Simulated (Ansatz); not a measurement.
All values below come from frozen-core CCSD(T)/cc-pVTZ // PBE-D3(BJ)/def2-TZVP run with Ansatz (a first-principles code).

Ansatz 0.2 input:
```yaml
crystal:
  periodic: [false, false, false]
  atoms:
    - { symbol: O, position_ang: [0.492879, -0.000003, -0.000002] }
    - { symbol: H, position_ang: [-0.492879, 0.000003, 0.000002] }
basis:
  gaussian: { orbitals: cc-pVTZ }
correlation:
  method: ccsd_t
magnetization:
  spin_polarized: true
  initial_magnetization: 1
```

Output:

```
Functional definition: HF
261 factors; integrals over basis functions are off by at most 8.8e-4 eV
mean field evaluation 1: about -2051.7426 eV, gradient 1.2e1 eV
mean field evaluation 2: about -2051.7429 eV, gradient 1.2e1 eV
mean field evaluation 4: about -2052.2335 eV, gradient 1.3e0 eV
mean field evaluation 8: about -2052.2405 eV, gradient 6.1e-4 eV
mean field evaluation 16: about -2050.7850 eV, gradient 1.6e1 eV
mean field evaluation 32: about -2052.2405 eV, gradient 5.7e-2 eV
mean field -2052.24052643 eV, -75.4184482879 hartree, gradient 1.7e-6 eV, S^2 0.756270; 2 other end points of the search recorded, 0 dependent functions left out
1 core orbitals not correlated
reference -2052.24052643 eV, -75.4184482879 hartree; 4, 3 occupied and 39, 40 virtual orbitals, 261 factors
second order -5.44653257 eV of doubles, -0.00000000 eV of singles
cycle   1  -5.69371355 eV  change   -2.5e-1 eV  update   3.2e-2
cycle   2  -5.80741897 eV  change   -1.1e-1 eV  update   1.1e-2
cycle   3  -5.82114502 eV  change   -1.4e-2 eV  update   4.0e-3
cycle   4  -5.82064025 eV  change    5.0e-4 eV  update   1.6e-3
cycle   5  -5.82129883 eV  change   -6.6e-4 eV  update   6.6e-4
cycle   6  -5.82146332 eV  change   -1.6e-4 eV  update   2.3e-4
cycle   7  -5.82148418 eV  change   -2.1e-5 eV  update   7.6e-5
cycle   8  -5.82146636 eV  change    1.8e-5 eV  update   2.4e-5
cycle   9  -5.82146719 eV  change   -8.3e-7 eV  update   6.7e-6
perturbative correction -0.14020384 eV, -0.0051523962 hartree
Total energy: -2058.20219747 eV, -75.6375356573 hartree
```

Cost: roughly 1.1 core-seconds.
